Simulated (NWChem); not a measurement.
Program: NWChem. System: nitrogen trifluoride (F₃N), charge 0, spin multiplicity 1, at a geometry optimised with B3LYP/def2-SVP. Level: RHF/def2-TZVP.

Job file:

```
start mol
memory heap 200 mb stack 900 mb global 1100 mb
geometry units angstroms nocenter noautoz
  F      0.616153    -0.118856     1.065783
  N     -0.003236     0.474531     0.000000
  F      0.616153    -0.118856    -1.065783
  F     -1.229789    -0.131368     0.000000
  symmetry group Cs
end
basis spherical
  * library def2-tzvp
end
scf
  rhf
  nopen 0
  maxiter 100
  thresh 1e-7
  semidirect memsize 60000000 filesize 0
end
task scf energy
```

Output (cleaned and shortened):

```
             Northwest Computational Chemistry Package (NWChem) 7.3.0
             --------------------------------------------------------

                                NWChem Input Module
                                -------------------

 Scaling coordinates for geometry "geometry" by  1.889725989
 (inverse scale =  0.529177249)

 Turning off AUTOSYM since
 SYMMETRY directive was detected!

                             Geometry "geometry" -> ""
                             -------------------------

 Output coordinates in angstroms (scale by  1.889725989 to convert to a.u.)

  No.       Tag          Charge          X              Y              Z
 ---- ---------------- ---------- -------------- -------------- --------------
    1 F                    9.0000     0.61615300    -0.11885600     1.06578300
    2 N                    7.0000    -0.00323600     0.47453100     0.00000000
    3 F                    9.0000     0.61615300    -0.11885600    -1.06578300
    4 F                    9.0000    -1.22978900    -0.13136800     0.00000000

 Effective nuclear repulsion energy (a.u.)     133.4330224052

            Nuclear Dipole moment (a.u.)
            ----------------------------
        X                 Y               Z
 ---------------- ---------------- ----------------
     0.0000018897    -0.0000056692     0.0000000000

      Symmetry information
      --------------------

 Group name             Cs
 Group number              2
 Group order               2
 No. of unique centers     3

      Symmetry unique atoms

     1    2    4


 Summary of "ao basis" -> "" (spherical)
 ------------------------------------------------------------------------------
       Tag                 Description            Shells   Functions and Types
 ---------------- ------------------------------  ------  ---------------------
 *                         def2-tzvp                  on all atoms

 Summary of "ao basis" -> "ao basis" (spherical)
 ------------------------------------------------------------------------------
       Tag                 Description            Shells   Functions and Types
 ---------------- ------------------------------  ------  ---------------------
 F                         def2-tzvp                11       31   5s3p2d1f
 N                         def2-tzvp                11       31   5s3p2d1f

                                 NWChem SCF Module
                                 -----------------

  ao basis        = "ao basis"
  functions       =   124
  atoms           =     4
  closed shells   =    17
  open shells     =     0
  charge          =   0.00
  wavefunction    = RHF
  use symmetry    = T
  symmetry adapt  = T

 Summary of "ao basis" -> "ao basis" (spherical)
 ------------------------------------------------------------------------------
       Tag                 Description            Shells   Functions and Types
 ---------------- ------------------------------  ------  ---------------------
 F                         def2-tzvp                11       31   5s3p2d1f
 N                         def2-tzvp                11       31   5s3p2d1f

      Symmetry analysis of basis
      --------------------------

        a'         73
        a"         51

 Forming initial guess at       0.1s

      Superposition of Atomic Density Guess
      -------------------------------------

 Sum of atomic energies:        -352.56578693

      Non-variational initial energy
      ------------------------------

 Total energy =    -352.992640
 1-e energy   =    -757.811114
 2-e energy   =     271.385452
 HOMO         =      -0.334807
 LUMO         =       0.158816

      Symmetry analysis of molecular orbitals - initial
      -------------------------------------------------

  Numbering of irreducible representations:

     1 a'          2 a"

  Orbital symmetries:

     1 a'          2 a'          3 a"          4 a'          5 a'
     6 a'          7 a"          8 a'          9 a'         10 a"
    11 a'         12 a'         13 a"         14 a'         15 a"
    16 a"         17 a'         18 a"         19 a'         20 a'
    21 a'         22 a'         23 a"         24 a'         25 a'
    26 a"         27 a'

 Starting SCF solution at       1.7s

 ----------------------------------------------
         Quadratically convergent ROHF

 Convergence threshold     :          1.000E-07
 Maximum no. of iterations :          100
 Final Fock-matrix accuracy:          1.000E-09
 ----------------------------------------------

              iter       energy          gnorm     gmax       time
             ----- ------------------- --------- --------- --------
                 1     -352.4910589185  2.00D+00  5.06D-01      1.9
                 2     -352.6706586644  4.73D-01  1.77D-01      2.1
                 3     -352.6921881468  2.51D-01  6.06D-02      2.4
                 4     -352.6969436253  9.64D-03  2.66D-03      3.1
                 5     -352.6969496668  7.87D-05  2.12D-05      4.0
                 6     -352.6969496674  2.90D-09  7.28D-10      5.6

       Final RHF  results
       ------------------

         Total SCF energy =   -352.696949667408
      One-electron energy =   -756.367838337652
      Two-electron energy =    270.237866265034
 Nuclear repulsion energy =    133.433022405210

        Time for solution =      3.9s

       Symmetry analysis of molecular orbitals - final
       -----------------------------------------------

  Numbering of irreducible representations:

     1 a'          2 a"

  Orbital symmetries:

     1 a'          2 a"          3 a'          4 a'          5 a'
     6 a'          7 a"          8 a'          9 a'         10 a"
    11 a'         12 a'         13 a"         14 a'         15 a"
    16 a"         17 a'         18 a"         19 a'         20 a'
    21 a'         22 a'         23 a"         24 a'         25 a'
    26 a"         27 a'

             Final eigenvalues
             -----------------

              1
    1  -26.3887
    2  -26.3887
    3  -26.3887
    4  -15.9054
    5   -1.7940
    6   -1.6568
    7   -1.6568
    8   -1.1195
    9   -0.8526
   10   -0.8526
   11   -0.8460
   12   -0.7422
   13   -0.7422
   14   -0.6855
   15   -0.6855
   16   -0.6836
   17   -0.5573
   18    0.2264
   19    0.2264
   20    0.2451
   21    0.3451
   22    0.4440
   23    0.4681
   24    0.4681
   25    0.6568
   26    0.6568
   27    0.6945

                       ROHF Final Molecular Orbital Analysis
                       -------------------------------------

 Vector   15  Occ=2.000000D+00  E=-6.854521D-01  Symmetry=a"
              MO Center=  2.1D-01, -7.9D-02,  1.7D-11, r^2= 1.9D+00
   Bfn.  Coefficient  Atom+Function         Bfn.  Coefficient  Atom+Function
  ----- ------------  ---------------      ----- ------------  ---------------
     8      0.280321  1 F  pz                70      0.280321  3 F  pz
    11      0.250307  1 F  pz                73      0.250307  3 F  pz
   101      0.236325  4 F  pz               104      0.206915  4 F  pz
     7      0.151528  1 F  py                69     -0.151528  3 F  py

 Vector   16  Occ=2.000000D+00  E=-6.836312D-01  Symmetry=a"
              MO Center=  2.3D-03, -1.2D-01, -6.3D-14, r^2= 1.9D+00
   Bfn.  Coefficient  Atom+Function         Bfn.  Coefficient  Atom+Function
  ----- ------------  ---------------      ----- ------------  ---------------
   101      0.303853  4 F  pz               104      0.268773  4 F  pz
     6      0.263440  1 F  px                68     -0.263440  3 F  px
     9      0.233018  1 F  px                71     -0.233018  3 F  px
     8     -0.152546  1 F  pz                70     -0.152546  3 F  pz
   107      0.153055  4 F  pz

 Vector   17  Occ=2.000000D+00  E=-5.573457D-01  Symmetry=a'
              MO Center= -2.5D-03,  3.7D-01,  3.9D-15, r^2= 1.4D+00
   Bfn.  Coefficient  Atom+Function         Bfn.  Coefficient  Atom+Function
  ----- ------------  ---------------      ----- ------------  ---------------
    38      0.341701  2 N  py                41      0.305812  2 N  py
    36      0.298462  2 N  s                 35      0.226109  2 N  s
     7     -0.208945  1 F  py                69     -0.208945  3 F  py
   100     -0.209330  4 F  py                10     -0.183294  1 F  py
    72     -0.183294  3 F  py               103     -0.183694  4 F  py

 Vector   18  Occ=0.000000D+00  E= 2.263508D-01  Symmetry=a"
              MO Center=  9.5D-02,  4.4D-01,  7.1D-14, r^2= 2.1D+00
   Bfn.  Coefficient  Atom+Function         Bfn.  Coefficient  Atom+Function
  ----- ------------  ---------------      ----- ------------  ---------------
    45      1.223814  2 N  pz                 5     -0.736378  1 F  s
    67      0.736378  3 F  s                 42      0.450075  2 N  pz
    39      0.375597  2 N  pz                12      0.300516  1 F  px
    74     -0.300516  3 F  px                14      0.295983  1 F  pz
    76      0.295983  3 F  pz                13     -0.285650  1 F  py

 Vector   19  Occ=0.000000D+00  E= 2.263676D-01  Symmetry=a'
              MO Center= -1.0D-01,  4.4D-01, -1.1D-12, r^2= 2.1D+00
   Bfn.  Coefficient  Atom+Function         Bfn.  Coefficient  Atom+Function
  ----- ------------  ---------------      ----- ------------  ---------------
    43      1.223906  2 N  px                98      0.850092  4 F  s
   105      0.465878  4 F  px                40      0.450067  2 N  px
     5     -0.425516  1 F  s                 67     -0.425516  3 F  s
    37      0.375575  2 N  px               106      0.335341  4 F  py
    14      0.298808  1 F  pz                76     -0.298808  3 F  pz

 Vector   20  Occ=0.000000D+00  E= 2.450899D-01  Symmetry=a'
              MO Center= -5.0D-04,  1.2D-02,  2.7D-15, r^2= 2.1D+00
   Bfn.  Coefficient  Atom+Function         Bfn.  Coefficient  Atom+Function
  ----- ------------  ---------------      ----- ------------  ---------------
    36      1.512149  2 N  s                 44     -0.979652  2 N  py
    35      0.819594  2 N  s                  5     -0.763845  1 F  s
    67     -0.763845  3 F  s                 98     -0.764631  4 F  s
   105     -0.556390  4 F  px                14      0.482024  1 F  pz
    76     -0.482024  3 F  pz                41     -0.373970  2 N  py

 center of mass
 --------------
 x =   0.00006668 y =  -0.00976929 z =   0.00000000

 moments of inertia (a.u.)
 ------------------
         168.469461229493          -0.946893313138           0.000000000000
          -0.946893313138         308.249117563761           0.000000000000
           0.000000000000           0.000000000000         168.462061485783

  Mulliken analysis of the total density
  --------------------------------------

    Atom       Charge   Shell Charges
 -----------   ------   -------------------------------------------------------
    1 F    9     9.14   0.77  1.20  0.61  1.02  0.33  2.21  2.21  0.77  0.00  0.02  0.00
    2 N    7     6.58   0.82  1.15  0.63  0.89  0.21  1.18  1.33  0.15  0.02  0.17  0.02
    3 F    9     9.14   0.77  1.20  0.61  1.02  0.33  2.21  2.21  0.77  0.00  0.02  0.00
    4 F    9     9.14   0.77  1.20  0.61  1.02  0.33  2.21  2.21  0.77  0.00  0.02  0.00

       Multipole analysis of the density wrt the origin
       ------------------------------------------------

     L   x y z        total         open         nuclear
     -   - - -        -----         ----         -------
     0   0 0 0     -0.000000      0.000000     34.000000

     1   1 0 0     -0.001007      0.000000      0.000002
     1   0 1 0      0.137521      0.000000     -0.000006
     1   0 0 1      0.000000      0.000000      0.000000

     2   2 0 0    -15.085942      0.000000     73.010780
     2   1 1 0     -0.002035      0.000000      0.446535
     2   1 0 1     -0.000000      0.000000      0.000000
     2   0 2 0    -14.786229      0.000000      7.091624
     2   0 1 1      0.000000      0.000000      0.000000
     2   0 0 2    -15.086091      0.000000     73.014271

 Task  times  cpu:        5.6s     wall:        5.6s

 Total times  cpu:        5.6s     wall:        5.6s
```
